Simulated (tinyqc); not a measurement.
Inside a calculation (part 2 of 2). Method: UHF in the sto-3g basis, for CH2, spin multiplicity 3. Computed by tinyqc, a small Python program that keeps every step (integrals from PySCF). Command: `OMP_NUM_THREADS=1 python tinyqc.py 23668 23669 out.jsonl` (the two numbers bound the seeds that draw the settings). One thread of a shared host (Intel(R) Xeon(R) Processor @ 2.60GHz), about 0.1 s of CPU time with the checks.

Geometry (angstrom):

| atom | x | y | z |
|---|---|---|---|
| C | 0.00000 | 0.00000 | 0.00000 |
| H | 0.00000 | 0.86900 | 0.53400 |
| H | 0.00000 | -0.82100 | 0.50500 |

## Iteration 2: building the Fock matrix

D(alpha) after iteration 1:
```
           1C 1s     1C 2s   1C 2px    1C 2py    1C 2pz     2H 1s     3H 1s
1C 1s    1.04301  -0.14762  0.00000  -0.00027   0.06977  -0.06121  -0.06484
1C 2s   -0.14762   0.61520  0.00000   0.00699  -0.31919   0.12181   0.12017
1C 2px   0.00000   0.00000  1.00000   0.00000   0.00000   0.00000   0.00000
1C 2py  -0.00027   0.00699  0.00000   0.37558   0.00026   0.23287  -0.22776
1C 2pz   0.06977  -0.31919  0.00000   0.00026   0.79146   0.13868   0.13937
2H 1s   -0.06121   0.12181  0.00000   0.23287   0.13868   0.24252  -0.04746
3H 1s   -0.06484   0.12017  0.00000  -0.22776   0.13937  -0.04746   0.24247
```

D(beta) after iteration 1:
```
           1C 1s     1C 2s   1C 2px    1C 2py    1C 2pz     2H 1s     3H 1s
1C 1s    1.02340  -0.06469  0.00000   0.00018  -0.03573  -0.07587  -0.07995
1C 2s   -0.06469   0.26650  0.00000   0.00559   0.10554   0.17392   0.17257
1C 2px   0.00000   0.00000  0.00000   0.00000   0.00000   0.00000   0.00000
1C 2py   0.00018   0.00559  0.00000   0.33771   0.00255   0.23442  -0.22907
1C 2pz  -0.03573   0.10554  0.00000   0.00255   0.04197   0.06928   0.06859
2H 1s   -0.07587   0.17392  0.00000   0.23442   0.06928   0.28096  -0.05280
3H 1s   -0.07995   0.17257  0.00000  -0.22907   0.06859  -0.05280   0.28135
```

core Hamiltonian H = T + V (hartree):
```
            1C 1s     1C 2s    1C 2px    1C 2py    1C 2pz     2H 1s     3H 1s
1C 1s   -18.82945  -4.54333   0.00000   0.00197  -0.02147  -1.35381  -1.54212
1C 2s    -4.54333  -5.73862   0.00000   0.01209  -0.20618  -2.75804  -2.97911
1C 2px    0.00000   0.00000  -4.59160   0.00000   0.00000   0.00000   0.00000
1C 2py    0.00197   0.01209   0.00000  -4.80972   0.00617  -1.84464   1.93609
1C 2pz   -0.02147  -0.20618   0.00000   0.00617  -4.67405  -1.19080  -1.25025
2H 1s    -1.35381  -2.75804   0.00000  -1.84464  -1.19080  -3.80360  -0.99410
3H 1s    -1.54212  -2.97911   0.00000   1.93609  -1.25025  -0.99410  -3.95650
```

nuclear repulsion = 6.7200496 hartree

Given earlier and not repeated: Two-electron integrals (ij|kl) in chemists' order.

J_ij = sum D_kl (ij|kl) with D = D(alpha) + D(beta), K_ij = sum D_kl (ik|jl) for each spin; F = H + J - K(s); E = tr D H + tr D J / 2 - 0.5 sum_s tr D(s) K(s) + E_nn.

Coulomb J (hartree):
```
           1C 1s     1C 2s   1C 2px    1C 2py    1C 2pz    2H 1s     3H 1s
1C 1s   11.48270   2.21834  0.00000  -0.00098   0.01677  0.65991   0.75312
1C 2s    2.21834   5.14598  0.00000  -0.00368   0.14158  2.46468   2.65672
1C 2px   0.00000   0.00000  5.09166   0.00000   0.00000  0.00000   0.00000
1C 2py  -0.00098  -0.00368  0.00000   5.20427  -0.00097  1.83015  -1.92201
1C 2pz   0.01677   0.14158  0.00000  -0.00097   5.12558  1.16561   1.22589
2H 1s    0.65991   2.46468  0.00000   1.83015   1.16561  3.92443   0.85685
3H 1s    0.75312   2.65672  0.00000  -1.92201   1.22589  0.85685   4.04462
```

exchange K(alpha) (hartree):
```
           1C 1s     1C 2s   1C 2px    1C 2py    1C 2pz    2H 1s     3H 1s
1C 1s    3.61426   0.65652  0.00000  -0.00002   0.00336  0.20074   0.22832
1C 2s    0.65652   1.00462  0.00000  -0.00459  -0.03314  0.53108   0.56697
1C 2px   0.00000   0.00000  0.85760   0.00000   0.00000  0.00000   0.00000
1C 2py  -0.00002  -0.00459  0.00000   0.76686  -0.00425  0.37235  -0.38403
1C 2pz   0.00336  -0.03314  0.00000  -0.00425   0.83389  0.22372   0.23113
2H 1s    0.20074   0.53108  0.00000   0.37235   0.22372  0.66491   0.19203
3H 1s    0.22832   0.56697  0.00000  -0.38403   0.23113  0.19203   0.69917
```

exchange K(beta) (hartree):
```
           1C 1s     1C 2s   1C 2px    1C 2py    1C 2pz    2H 1s     3H 1s
1C 1s    3.56209   0.60380  0.00000  -0.00001   0.00132  0.18300   0.20861
1C 2s    0.60380   0.63561  0.00000  -0.00684   0.23721  0.44494   0.47118
1C 2px   0.00000   0.00000  0.12309   0.00000   0.00000  0.00000   0.00000
1C 2py  -0.00001  -0.00684  0.00000   0.66255  -0.00206  0.35651  -0.36741
1C 2pz   0.00132   0.23721  0.00000  -0.00206   0.22598  0.21869   0.22845
2H 1s    0.18300   0.44494  0.00000   0.35651   0.21869  0.63878   0.16010
3H 1s    0.20861   0.47118  0.00000  -0.36741   0.22845  0.16010   0.66414
```

F(alpha) (hartree):
```
            1C 1s     1C 2s    1C 2px    1C 2py    1C 2pz     2H 1s     3H 1s
1C 1s   -10.96101  -2.98151   0.00000   0.00101  -0.00807  -0.89464  -1.01732
1C 2s    -2.98151  -1.59726   0.00000   0.01300  -0.03146  -0.82444  -0.88936
1C 2px    0.00000   0.00000  -0.35754   0.00000   0.00000   0.00000   0.00000
1C 2py    0.00101   0.01300   0.00000  -0.37230   0.00944  -0.38684   0.39810
1C 2pz   -0.00807  -0.03146   0.00000   0.00944  -0.38235  -0.24892  -0.25549
2H 1s    -0.89464  -0.82444   0.00000  -0.38684  -0.24892  -0.54408  -0.32928
3H 1s    -1.01732  -0.88936   0.00000   0.39810  -0.25549  -0.32928  -0.61105
```

F(beta) (hartree):
```
            1C 1s     1C 2s   1C 2px    1C 2py    1C 2pz     2H 1s     3H 1s
1C 1s   -10.90884  -2.92880  0.00000   0.00099  -0.00602  -0.87690  -0.99762
1C 2s    -2.92880  -1.22825  0.00000   0.01526  -0.30181  -0.73830  -0.79357
1C 2px    0.00000   0.00000  0.37697   0.00000   0.00000   0.00000   0.00000
1C 2py    0.00099   0.01526  0.00000  -0.26800   0.00726  -0.37100   0.38148
1C 2pz   -0.00602  -0.30181  0.00000   0.00726   0.22556  -0.24388  -0.25281
2H 1s    -0.87690  -0.73830  0.00000  -0.37100  -0.24388  -0.51795  -0.29735
3H 1s    -0.99762  -0.79357  0.00000   0.38148  -0.25281  -0.29735  -0.57602
```

total energy of this density = -38.3943247 hartree

This density is a damped mixture and is not idempotent.

## Iteration 2: diagonalisation and new density

X:
```
           1C 1s     1C 2s   1C 2px    1C 2py    1C 2pz     2H 1s     3H 1s
1C 1s    1.02729  -0.16021  0.00000   0.00065  -0.01440   0.02715   0.02698
1C 2s   -0.16021   1.42749  0.00000  -0.02711   0.18806  -0.41219  -0.47256
1C 2px   0.00000   0.00000  1.00000   0.00000   0.00000   0.00000   0.00000
1C 2py   0.00065  -0.02711  0.00000   1.24625  -0.01065  -0.34196   0.37724
1C 2pz  -0.01440   0.18806  0.00000  -0.01065   1.08773  -0.19583  -0.21818
2H 1s    0.02715  -0.41219  0.00000  -0.34196  -0.19583   1.33583  -0.04345
3H 1s    0.02698  -0.47256  0.00000   0.37724  -0.21818  -0.04345   1.40016
```

overlap S:
```
          1C 1s    1C 2s   1C 2px    1C 2py   1C 2pz    2H 1s     3H 1s
1C 1s   1.00000  0.24836  0.00000   0.00000  0.00000  0.07333   0.08354
1C 2s   0.24836  1.00000  0.00000   0.00000  0.00000  0.53172   0.56534
1C 2px  0.00000  0.00000  1.00000   0.00000  0.00000  0.00000   0.00000
1C 2py  0.00000  0.00000  0.00000   1.00000  0.00000  0.41753  -0.43106
1C 2pz  0.00000  0.00000  0.00000   0.00000  1.00000  0.25657   0.26515
2H 1s   0.07333  0.53172  0.00000   0.41753  0.25657  1.00000   0.19413
3H 1s   0.08354  0.56534  0.00000  -0.43106  0.26515  0.19413   1.00000
```

Diagonalise F' = X^T F X, C = X C', fill 5 alpha and 3 beta electrons from the bottom; D(s) = C_occ C_occ^T; the new density keeps 0.2 of the old one (damping). Each column has its largest component positive (the first on a tie).

F' = X^T F X (alpha) (hartree):
```
           1         2         3         4         5         6         7
1  -10.71938  -1.56936   0.00000  -0.00358  -0.03318  -0.15381  -0.20095
2   -1.56936  -0.57739   0.00000  -0.01536   0.24036  -0.52379  -0.57938
3    0.00000   0.00000  -0.35754   0.00000   0.00000   0.00000   0.00000
4   -0.00358  -0.01536   0.00000   0.06096  -0.00202  -0.48704   0.51147
5   -0.03318   0.24036   0.00000  -0.00202  -0.23620  -0.26390  -0.28091
6   -0.15381  -0.52379   0.00000  -0.48704  -0.26390   0.09987  -0.09711
7   -0.20095  -0.57938   0.00000   0.51147  -0.28091  -0.09711   0.12163
```

orbital energies (alpha) (hartree): MO1 -10.96897, MO2 -0.91745, MO3 -0.57505, MO4 -0.43095, MO5 -0.35754, MO6 0.77574, MO7 0.86618

coefficients C (alpha):
```
             MO1       MO2       MO3       MO4      MO5       MO6       MO7
1C 1s    0.99178  -0.23986  -0.00758   0.08646  0.00000   0.16069   0.09029
1C 2s    0.03740   0.72249   0.04067  -0.44499  0.00000  -1.13045  -0.70122
1C 2px   0.00000   0.00000   0.00000   0.00000  1.00000   0.00000   0.00000
1C 2py  -0.00058  -0.01733   0.58497   0.01290  0.00000  -0.56253   1.07432
1C 2pz   0.00541   0.05050  -0.01946   0.85538  0.00000  -0.65130  -0.38207
2H 1s   -0.00882   0.22263   0.40654   0.20683  0.00000   1.31422  -0.35691
3H 1s   -0.00960   0.24973  -0.39468   0.18677  0.00000   0.42177   1.39473
```

F' = X^T F X (beta) (hartree):
```
           1         2        3         4         5         6         7
1  -10.67280  -1.56990  0.00000  -0.00393   0.00437  -0.15363  -0.20062
2   -1.56990  -0.17399  0.00000  -0.01411  -0.02846  -0.50628  -0.55752
3    0.00000   0.00000  0.37697   0.00000   0.00000   0.00000   0.00000
4   -0.00393  -0.01411  0.00000   0.19338  -0.00505  -0.49972   0.52518
5    0.00437  -0.02846  0.00000  -0.00505   0.37320  -0.26171  -0.28092
6   -0.15363  -0.50628  0.00000  -0.49972  -0.26171   0.08886  -0.09763
7   -0.20062  -0.55752  0.00000   0.52518  -0.28092  -0.09763   0.11373
```

orbital energies (beta) (hartree): MO1 -10.91437, MO2 -0.75328, MO3 -0.52793, MO4 0.31798, MO5 0.37697, MO6 0.85552, MO7 0.94446

coefficients C (beta):
```
             MO1       MO2       MO3       MO4      MO5       MO6       MO7
1C 1s    0.99331  -0.19823  -0.00653   0.14968  0.00000   0.15849   0.09561
1C 2s    0.03071   0.51609   0.03022  -0.69275  0.00000  -1.10127  -0.72924
1C 2px   0.00000   0.00000   0.00000   0.00000  1.00000   0.00000   0.00000
1C 2py  -0.00048  -0.02412   0.52357  -0.00993  0.00000  -0.60579   1.08234
1C 2pz   0.00491   0.19400   0.01020   0.76555  0.00000  -0.70447  -0.42975
2H 1s   -0.00728   0.31618   0.46871   0.21130  0.00000   1.28322  -0.31821
3H 1s   -0.00790   0.36072  -0.42912   0.20344  0.00000   0.36733   1.37319
```

D(alpha) after iteration 2:
```
           1C 1s     1C 2s   1C 2px    1C 2py    1C 2pz     2H 1s     3H 1s
1C 1s    1.04756  -0.16952  0.00000   0.00016   0.06784  -0.05012  -0.05319
1C 2s   -0.16952   0.70149  0.00000   0.00580  -0.33963   0.09238   0.08876
1C 2px   0.00000   0.00000  1.00000   0.00000   0.00000   0.00000   0.00000
1C 2py   0.00016   0.00580  0.00000   0.34924  -0.00093   0.23588  -0.23178
1C 2pz   0.06784  -0.33963  0.00000  -0.00093   0.74599   0.17189   0.17187
2H 1s   -0.05012   0.09238  0.00000   0.23588   0.17189   0.25466  -0.06241
3H 1s   -0.05319   0.08876  0.00000  -0.23178   0.17187  -0.06241   0.25098
```

D(beta) after iteration 2:
```
           1C 1s     1C 2s   1C 2px    1C 2py    1C 2pz     2H 1s     3H 1s
1C 1s    1.02548  -0.07054  0.00000   0.00074  -0.03406  -0.07355  -0.07722
1C 2s   -0.07054   0.26786  0.00000   0.00381   0.10157   0.17648   0.17287
1C 2px   0.00000   0.00000  0.00000   0.00000   0.00000   0.00000   0.00000
1C 2py   0.00074   0.00381  0.00000   0.28731   0.00104   0.23711  -0.23251
1C 2pz  -0.03406   0.10157  0.00000   0.00104   0.03861   0.06672   0.06617
2H 1s   -0.07355   0.17648  0.00000   0.23711   0.06672   0.31196  -0.08018
3H 1s   -0.07722   0.17287  0.00000  -0.23251   0.06617  -0.08018   0.30773
```

## Iteration 13 (converged): orbitals

converged F(alpha) (hartree):
```
            1C 1s     1C 2s    1C 2px    1C 2py    1C 2pz     2H 1s     3H 1s
1C 1s   -10.99310  -2.98473   0.00000   0.00105  -0.00757  -0.89634  -1.01916
1C 2s    -2.98473  -1.62630   0.00000   0.01290  -0.02836  -0.82608  -0.89276
1C 2px    0.00000   0.00000  -0.37766   0.00000   0.00000   0.00000   0.00000
1C 2py    0.00105   0.01290   0.00000  -0.38075   0.01069  -0.38647   0.39916
1C 2pz   -0.00757  -0.02836   0.00000   0.01069  -0.38312  -0.25493  -0.26137
2H 1s    -0.89634  -0.82608   0.00000  -0.38647  -0.25493  -0.53841  -0.32684
3H 1s    -1.01916  -0.89276   0.00000   0.39916  -0.26137  -0.32684  -0.60908
```

converged F(beta) (hartree):
```
            1C 1s     1C 2s   1C 2px    1C 2py    1C 2pz     2H 1s     3H 1s
1C 1s   -10.93750  -2.93134  0.00000   0.00104  -0.00771  -0.87809  -0.99897
1C 2s    -2.93134  -1.23986  0.00000   0.01740  -0.29363  -0.74302  -0.79936
1C 2px    0.00000   0.00000  0.36515   0.00000   0.00000   0.00000   0.00000
1C 2py    0.00104   0.01740  0.00000  -0.25092   0.00895  -0.37158   0.38358
1C 2pz   -0.00771  -0.29363  0.00000   0.00895   0.21662  -0.24042  -0.25056
2H 1s    -0.87809  -0.74302  0.00000  -0.37158  -0.24042  -0.53168  -0.29378
3H 1s    -0.99897  -0.79936  0.00000   0.38358  -0.25056  -0.29378  -0.58947
```

Diagonalise F' = X^T F X, C = X C', fill 5 alpha and 3 beta electrons from the bottom; D(s) = C_occ C_occ^T. Each column has its largest component positive (the first on a tie).

F' = X^T F X (alpha) (hartree):
```
           1         2         3         4         5         6         7
1  -10.75307  -1.56151   0.00000  -0.00357  -0.03233  -0.15666  -0.20384
2   -1.56151  -0.62396   0.00000  -0.01543   0.24638  -0.51838  -0.57390
3    0.00000   0.00000  -0.37766   0.00000   0.00000   0.00000   0.00000
4   -0.00357  -0.01543   0.00000   0.04882  -0.00071  -0.48442   0.50931
5   -0.03233   0.24638   0.00000  -0.00071  -0.23065  -0.27524  -0.29120
6   -0.15666  -0.51838   0.00000  -0.48442  -0.27524   0.10874  -0.09128
7   -0.20384  -0.57390   0.00000   0.50931  -0.29120  -0.09128   0.12687
```

orbital energies (alpha) (hartree): MO1 -11.00075, MO2 -0.93477, MO3 -0.57788, MO4 -0.44244, MO5 -0.37766, MO6 0.77431, MO7 0.85829

coefficients C (alpha):
```
             MO1       MO2       MO3       MO4      MO5       MO6       MO7
1C 1s    0.99195  -0.24421  -0.00889   0.08471  0.00000   0.15321   0.09126
1C 2s    0.03655   0.75349   0.04790  -0.45297  0.00000  -1.09536  -0.71856
1C 2px   0.00000   0.00000   0.00000   0.00000  1.00000   0.00000   0.00000
1C 2py  -0.00056  -0.01781   0.59083   0.01794  0.00000  -0.58598   1.05837
1C 2pz   0.00517   0.04685  -0.02668   0.84290  0.00000  -0.65448  -0.40378
2H 1s   -0.00849   0.20135   0.39755   0.23292  0.00000   1.32386  -0.32674
3H 1s   -0.00925   0.22878  -0.39367   0.20451  0.00000   0.38715   1.40612
```

F' = X^T F X (beta) (hartree):
```
           1         2        3         4         5         6         7
1  -10.70248  -1.56671  0.00000  -0.00424   0.00190  -0.15433  -0.20140
2   -1.56671  -0.18507  0.00000  -0.01163  -0.02100  -0.50679  -0.55745
3    0.00000   0.00000  0.36515   0.00000   0.00000   0.00000   0.00000
4   -0.00424  -0.01163  0.00000   0.21777  -0.00334  -0.50121   0.52689
5    0.00190  -0.02100  0.00000  -0.00334   0.36299  -0.25791  -0.27765
6   -0.15433  -0.50679  0.00000  -0.50121  -0.25791   0.06954  -0.08952
7   -0.20140  -0.55745  0.00000   0.52689  -0.27765  -0.08952   0.09531
```

orbital energies (beta) (hartree): MO1 -10.94278, MO2 -0.76062, MO3 -0.53175, MO4 0.30185, MO5 0.36515, MO6 0.84949, MO7 0.94186

coefficients C (beta):
```
             MO1       MO2       MO3       MO4      MO5       MO6       MO7
1C 1s    0.99347  -0.19846  -0.00718   0.14792  0.00000   0.16445   0.08557
1C 2s    0.02997   0.51753   0.03163  -0.68880  0.00000  -1.14583  -0.65999
1C 2px   0.00000   0.00000   0.00000   0.00000  1.00000   0.00000   0.00000
1C 2py  -0.00048  -0.02688   0.50141  -0.00878  0.00000  -0.54339   1.12506
1C 2pz   0.00492   0.18695   0.00930   0.76717  0.00000  -0.72938  -0.38624
2H 1s   -0.00707   0.31508   0.48827   0.21247  0.00000   1.25611  -0.38934
3H 1s   -0.00766   0.36333  -0.44318   0.20603  0.00000   0.45431   1.34125
```

D(alpha) after iteration 13:
```
           1C 1s     1C 2s   1C 2px    1C 2py    1C 2pz     2H 1s     3H 1s
1C 1s    1.05087  -0.18656  0.00000   0.00006   0.06533  -0.04140  -0.04422
1C 2s   -0.18656   0.77655  0.00000   0.00673  -0.34760   0.06494   0.06055
1C 2px   0.00000   0.00000  1.00000   0.00000   0.00000   0.00000   0.00000
1C 2py   0.00006   0.00673  0.00000   0.34972  -0.00148   0.23548  -0.23299
1C 2pz   0.06533  -0.34760  0.00000  -0.00148   0.71341   0.19511   0.19356
2H 1s   -0.04140   0.06494  0.00000   0.23548   0.19511   0.25291  -0.06273
3H 1s   -0.04422   0.06055  0.00000  -0.23299   0.19356  -0.06273   0.24923
```

D(beta) after iteration 13:
```
           1C 1s     1C 2s   1C 2px    1C 2py    1C 2pz     2H 1s     3H 1s
1C 1s    1.02642  -0.07317  0.00000   0.00125  -0.03228  -0.07306  -0.07654
1C 2s   -0.07317   0.26974  0.00000   0.00194   0.09719   0.17830   0.17379
1C 2px   0.00000   0.00000  0.00000   0.00000   0.00000   0.00000   0.00000
1C 2py   0.00125   0.00194  0.00000   0.25214  -0.00036   0.23636  -0.23198
1C 2pz  -0.03228   0.09719  0.00000  -0.00036   0.03506   0.06341   0.06377
2H 1s   -0.07306   0.17830  0.00000   0.23636   0.06341   0.33773  -0.10186
3H 1s   -0.07654   0.17379  0.00000  -0.23198   0.06377  -0.10186   0.32848
```

## Convergence

Stop when the energy changes by less than 1e-08 hartree and every element of the error matrix X^T (F D S - S D F) X (for each spin) is below 3e-05.

Course of the cycle:

| iteration | E (hartree) | change | largest element of the error matrix |
|---|---|---|---|
| 1 | -38.3392207 | - | 1.57e-01 |
| 2 | -38.3943247 | -5.51e-02 | 4.75e-02 |
| 3 | -38.4100468 | -1.57e-02 | 2.11e-02 |
| 4 | -38.4141395 | -4.09e-03 | 5.79e-03 |
| 5 | -38.4150856 | -9.46e-04 | 1.59e-03 |
| 6 | -38.4152894 | -2.04e-04 | 5.18e-04 |
| 7 | -38.4153316 | -4.23e-05 | 1.30e-04 |
| 8 | -38.4153404 | -8.72e-06 | 3.02e-05 |
| 9 | -38.4153421 | -1.77e-06 | 7.08e-06 |
| 10 | -38.4153425 | -3.54e-07 | 2.07e-06 |
| 11 | -38.4153426 | -7.09e-08 | 6.71e-07 |
| 12 | -38.4153426 | -1.42e-08 | 2.20e-07 |
| 13 | -38.4153426 | -2.84e-09 | 7.08e-08 |

PySCF UHF in the same basis, after a stability check = -38.4153426 hartree

Converged in 13 iterations.

## Populations, bond orders and dipole

Mulliken: Z minus the diagonal of D S on the atom; Loewdin: the same with S^(1/2) D S^(1/2); Mayer order: 2 sum_s sum (D(s) S)_ij (D(s) S)_ji over the two atoms.

Charges (e):

| atom | Mulliken | Loewdin | Mulliken spin |
|---|---|---|---|
| 1C | -0.12022 | -0.05738 | 2.19988 |
| 2H | 0.05703 | 0.02802 | -0.10175 |
| 3H | 0.06319 | 0.02937 | -0.09812 |

Mayer bond orders:

| pair | order |
|---|---|
| 2-1 | 0.98271 |
| 3-1 | 0.98269 |
| 3-2 | 0.00369 |

dipole moment about the origin, x y z (debye): 0.00000  0.00657  0.19929

<S^2> of the determinant (pure state: 2) = 2.01148
